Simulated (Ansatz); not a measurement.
# C2H8O2S: the cost of one run

Program: Ansatz 0.2.0. Level of theory: the levels named in each step. These are calculated values, not measurements.

### Step 1. The starting structure

Bond lengths: C1–S2 1.842 Å, S2–C3 1.840 Å, S2–O4 1.476 Å, C1–H6 1.085 Å, C1–H7 1.083 Å, C1–H8 1.085 Å, C3–H9 1.083 Å, C3–H10 1.085 Å, C3–H11 1.085 Å, O5–H12 0.978 Å, O5–H13 0.957 Å. Angles (14 of 16 angles, heavy atoms first): C1–S2–C3 95.0°, C1–S2–O4 105.1°, C3–S2–O4 105.1°, S2–C1–H6 107.8°, S2–C1–H7 108.6°, S2–C1–H8 109.0°, S2–C3–H9 108.6°, S2–C3–H10 109.0°, S2–C3–H11 107.7°, H6–C1–H7 110.1°, H6–C1–H8 110.0°, H7–C1–H8 111.4°, H9–C3–H10 111.4°, H9–C3–H11 110.1°.

Coordinates:

```xyz
13

C     0.1182    1.5353   -0.7064
S     0.9699   -0.0211   -0.2116
C    -0.0606   -1.1128   -1.2760
O     0.5150   -0.2862    1.1672
O    -2.1998   -0.0573    0.9840
H     0.5324    2.3430   -0.1120
H     0.3076    1.7130   -1.7582
H    -0.9439    1.4354   -0.5072
H     0.1334   -0.8672   -2.3131
H    -1.1061   -0.9677   -1.0240
H     0.2299   -2.1390   -1.0759
H    -1.2563   -0.1648    1.2166
H    -2.6898   -0.2223    1.7897
```

### Step 2. A rough first relaxation, PBE-D4/def2-SVP

This run stands in another session on the same molecule. It ended at:

```xyz
13

C     0.1352    1.5606   -0.7110
S     0.9503   -0.0159   -0.2297
C    -0.1372   -1.1222   -1.2165
O     0.5615   -0.2660    1.2369
O    -2.1136    0.1198    0.9537
H     0.6341    2.3516   -0.1203
H     0.2793    1.7435   -1.7939
H    -0.9355    1.4820   -0.4353
H    -0.0569   -0.8876   -2.2957
H    -1.1592   -0.9595   -0.8151
H     0.2113   -2.1532   -1.0184
H    -1.1860   -0.0553    1.2835
H    -2.6335   -0.6095    1.3349
```

### Step 3. Relaxation, r2SCAN-D4/def2-TZVPP

Contents of input.yaml:

```yaml
crystal:
  periodic: [false, false, false]
  atoms:
    - { symbol: C, position_ang: [0.1351852, 1.56058944, -0.71101212] }
    - { symbol: S, position_ang: [0.95027006, -0.01586844, -0.22965798] }
    - { symbol: C, position_ang: [-0.13718853, -1.12219881, -1.21649878] }
    - { symbol: O, position_ang: [0.56150617, -0.26595729, 1.23693216] }
    - { symbol: O, position_ang: [-2.11360922, 0.11984528, 0.95373846] }
    - { symbol: H, position_ang: [0.6341307, 2.35162004, -0.12029924] }
    - { symbol: H, position_ang: [0.27928679, 1.74347028, -1.79386911] }
    - { symbol: H, position_ang: [-0.93546027, 1.48196392, -0.43533506] }
    - { symbol: H, position_ang: [-0.05690382, -0.8876446, -2.29573612] }
    - { symbol: H, position_ang: [-1.15923189, -0.9595148, -0.81511258] }
    - { symbol: H, position_ang: [0.21125993, -2.15320234, -1.01843814] }
    - { symbol: H, position_ang: [-1.18596487, -0.05532662, 1.28346432] }
    - { symbol: H, position_ang: [-2.63345025, -0.60954605, 1.3349042] }
basis:
  gaussian: { orbitals: def2-TZVPP }
hamiltonian:
  xc: r2scan
  dispersion: d4
relax:
  f_tol: 0.004
  max_steps: 150
```

The run is started by

```bash
$ ansatz run input.yaml --threads 4 --pin off --max-ram 10240MiB --backend cpu --events-out ev --progress --plain --runs-dir out
```

Q: Estimate wall time and peak memory on 4 threads of Intel Xeon 6975P-C (Granite Rapids), shared host.

About 37 s, with a peak of 0.43 GiB.
